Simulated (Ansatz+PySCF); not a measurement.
A calculation with PySCF 2.14.0.

```python
from pyscf import gto, scf, cc

mol = gto.M(atom="""
O 1.610880 0.000000 0.683780
N 0.000000 0.000000 0.000000
O -1.095400 0.000000 0.464970
""", basis='sto-3g', charge=0, spin=1)
mf = scf.UHF(mol)
mf.kernel()
mycc = cc.CCSD(mf, frozen=3).run()
et = mycc.ccsd_t()
print(mf.e_tot, mycc.e_corr, et, mycc.e_tot + et)
```

The script is written out from the run's settings.

Results

* Converged: yes
* Reference energy: -201.26374 hartree
* CCSD correlation energy: -0.19354 hartree
* Triples correction: -0.01450 hartree
* Total energy: -201.47178 hartree
* Spin squared of the determinant: 1.430

The reference isn't the lowest determinant (another lies 1.24 eV lower), but the same method gives a higher total on the lower determinant. Caution: large share of triples, a single reference is doubtful; the unrestricted determinant is spin contaminated.
